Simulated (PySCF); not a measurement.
C2HFN2O.
Numbering: `[F:1][c:2]1[n:3][n:4][cH:5][o:6]1`

NICS = −σ at a ghost point: NICS(0) at the centroid of the ring atoms, NICS(1) 1 Å to either side along the normal of their mean plane, zz for the tensor component along that normal. Level: GIAO PBE0/pcSseg-1 (PySCF, non-relativistic, gas phase) on the GFN2-xTB geometry, one conformer.

Ring bond lengths (Å), with Mayer bond orders in brackets: C2–N3 1.284 (1.70), N3–N4 1.350 (1.13), N4–C5 1.285 (1.74), C5–O6 1.350 (1.05), O6–C2 1.342 (1.10).

Problem. What do the NICS probes read (ppm)?

Solution. 
```
          ring                                                       type  NICS(0)  NICS(1), two faces  NICS(1)zz, two faces  rms pucker (Å)  centre to ring atoms, mean (Å)
C2–N3–N4–C5–O6  5-membered ring with 2 N and O; formal bonds all aromatic     -9.9         -9.3 / -9.3         -24.5 / -24.5            0.00                            1.12
```

Problem. What can be read from them?

Solution. 
- C2–N3–N4–C5–O6: mean NICS(1)zz -24.5 ppm, shielded, aromatic by this magnetic criterion (flat ring, no four-coordinate atom).

Problem. What does the geometric index give? Use HOMA with the parameters of Krygowski (1993).

Solution. 
- C2–N3–N4–C5–O6: HOMA 0.45; the largest term is that of C5–O6, α(R − Ropt)² = 1.15.

Problem. At the first NICS(1) probe listed for ring C2–N3–N4–C5–O6, 1 Å off the ring, how large is the induced field along the normal in 11.7 T applied along it?

Solution. NICSzz × B0 = -24.5 ppm × 11.7 T = -287 μT, against the applied field.

Problem. Give the inner angles of the rings and the Hirshfeld charges of the ring atoms.

Solution. 
- C2–N3–N4–C5–O6: C2 113.8° (+0.219 e), N3 105.6° (-0.165 e), N4 107.3° (-0.138 e), C5 112.4° (+0.088 e), O6 100.9° (-0.065 e); sum 540.0° against 540° for a flat convex ring.

Time: 6.8 s; peak memory 0.46 GiB. Hardware: an Arm Neoverse V1 with one thread, on a shared host. This is the whole shielding run at PBE0/pcSseg-1, SCF included.
